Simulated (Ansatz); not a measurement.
in.yaml

```yaml
crystal:
  periodic: [false, false, false]
  atoms:
    - {symbol: Be, position_ang: [0.000783, -0.000618, 0.171301]}
    - {symbol: H, position_ang: [-0.000050, 0.373604, -1.475976]}
    - {symbol: H, position_ang: [0.047914, 0.042550, 1.433132]}
    - {symbol: H, position_ang: [-0.054863, -0.410629, -1.488787]}
basis:
  gaussian: {orbitals: STO-3G}
total_charge: 1
hamiltonian: {pseudopotentials: {relativity: scalar}}
correlation: {active_space: {window: {electrons: 4, orbitals: 7}, states: [{multiplicity: 1, weights: [1, 1]}], fixed_orbitals: true}}
```

```sh
$ ansatz run in.yaml --threads 1 --pin off --events-out ev --progress --plain --max-ram 2393MiB
```

The program prints:

```
108 factors; integrals over basis functions are off by at most 1.1e-7 eV
mean field evaluation 1: about -429.7590 eV, gradient 7.7e0 eV
mean field evaluation 2: about -429.7384 eV, gradient 7.7e0 eV
mean field evaluation 4: about -430.1443 eV, gradient 3.0e-1 eV
mean field evaluation 8: about -430.1450 eV, gradient 6.4e-5 eV
mean field -430.14499104 eV, -15.8075368581 hartree, gradient 9.8e-7 eV, S^2 0.000000; 0 other end points of the search recorded, 0 dependent functions left out
reference -430.14499104 eV, -15.8075368581 hartree; 3, 3 occupied and 5, 5 virtual orbitals, 108 factors
state -431.23925106 eV, -15.8477501720 hartree
state -424.36595534 eV, -15.5951612132 hartree
Total energy: -427.80260320 eV, -15.7214556926 hartree
Relativity: scalar
```

Natural occupations, averaged over the states: 1.9698 1.4606 0.5027 0.0395 0.0192 0.0060 0.0022.

Ran on 1 thread of AMD EPYC 7B13, shared host: 0.09 s wall, 0.07 GiB peak host memory.
